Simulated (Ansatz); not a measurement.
A displaced shape of singlet CHO2(-):

```xyz
4

C    -0.0485   -0.0118   -0.3019
O     0.0361    1.1136    0.2358
O     0.0049   -1.0865    0.1864
H     0.0235    0.0141   -1.4312
```

It was optimised with HF/def2-SVP in Ansatz (development build ahead of 0.2.0) to forces under 0.001 eV/Å, with restricted orbitals. Each step stands on the lowest determinant of that kind that the program's search found.

Task: What shape does it relax to, and how does the optimisation go?

Result:

```yaml
atoms:
  - { symbol: C, position_ang: [0.0039, 0.0069, -0.2958] }
  - { symbol: O, position_ang: [0.0222, 1.1151, 0.2262] }
  - { symbol: O, position_ang: [-0.0165, -1.1150, 0.1958] }
  - { symbol: H, position_ang: [0.0063, 0.0224, -1.4370] }
```

Bond lengths: C1–O2 1.225 Å, C1–O3 1.225 Å, C1–H4 1.141 Å. Angles: O2–C1–O3 131.1°, O2–C1–H4 114.4°, O3–C1–H4 114.4°.

```csv
step,E − E(start) (eV),largest force (eV/Å)
1,0.0000,4.4784
2,0.3863,5.5215
3,-0.0933,2.2108
4,-0.1474,1.8093
5,-0.1558,1.2461
6,-0.1613,0.6618
7,-0.1638,0.5886
8,-0.1655,0.4388
9,-0.1669,0.2548
10,-0.1680,0.2184
11,-0.1686,0.0983
12,-0.1687,0.0315
13,-0.1687,0.0510
14,-0.1688,0.0185
15,-0.1688,0.0151
16,-0.1688,0.0037
17,-0.1688,0.0026
18,-0.1688,0.0014
19,-0.1688,0.0005
```

The optimisation ended after 19 steps with its threshold met. Caution: no diffuse functions for an anion.
